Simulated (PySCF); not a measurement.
## Property card for hydrogen sulfide, `S`

Compound: hydrogen sulfide, H2S.
SMILES with atom numbers: `[SH2:1]` (hydrogens: H2, H3 on S1)

From GFN2-xTB geometry:

```
Point group of the GFN2-xTB geometry                  : C2v
Rotational constants A, B, C of the GFN2-xTB geometry : 315.842, 273.532, 146.584 GHz
```

From wB97X-D/def2-SVPD ground state and vertical TDDFT (core frozen in the response) (PySCF):

```
Dipole moment                                                     : 1.10 D
HOMO energy                                                       : -9.48 eV
LUMO energy                                                       : 1.73 eV
HOMO–LUMO gap                                                     : 11.21 eV
Lowest singlet excitation                                         : 6.30 eV (197 nm, f = 0.000)
Strongest line among the 8 lowest singlet transitions             : S7 at 9.43 eV (131 nm, f = 0.144)
Lowest triplet excitation (Tamm–Dancoff)                          : 5.87 eV
Static isotropic polarisability                                   : 24.0 au
Electronic spatial extent ⟨r²⟩ about the centre of nuclear charge : 44 bohr²
```

From PBE0/pcSseg-1 ground state and GIAO shieldings, non-relativistic (PySCF):

```
Lowest Hirshfeld atomic charge                              : -0.11 e on S1
Highest Hirshfeld atomic charge                             : +0.06 e on H2/H3
1H chemical shifts (computed TMS as zero) by class          : 0.78 (H2/H3) ppm
Isotropic shieldings of nuclei other than C and H, by class : 732 (S1) ppm
```

Monoisotopic mass from the formula: 33.9877 u.

In wavenumbers S1 is 50800 cm⁻¹ (1 eV = 8065.54 cm⁻¹). The rotational constants make it an asymmetric top with κ = (2B − A − C)/(A − C) = 0.50, nearer the oblate limit (+1). No computed singlet falls in the visible range (750 to 380 nm, 1.65 to 3.26 eV); S1 lies 3.04 eV above its blue end. With B = h/(8π²I), that is 505.379 GHz u Å² over I, the principal moments of inertia are 1.60, 1.85 and 3.45 u Å² (most abundant isotopes); the inertial defect Ic − Ia − Ib is 0.0 u Å² (zero for a rigid planar frame, negative otherwise). S1 lies 4.91 eV below the HOMO–LUMO gap; its leading configuration is HOMO→LUMO+1, weight 0.94.

Isolated species at its GFN2-xTB geometry, gas phase.

For the NMR shielding job (PBE0/pcSseg-1), time: 0.9 s of wall time. Hardware: an x86-64 server with one thread (shared host).
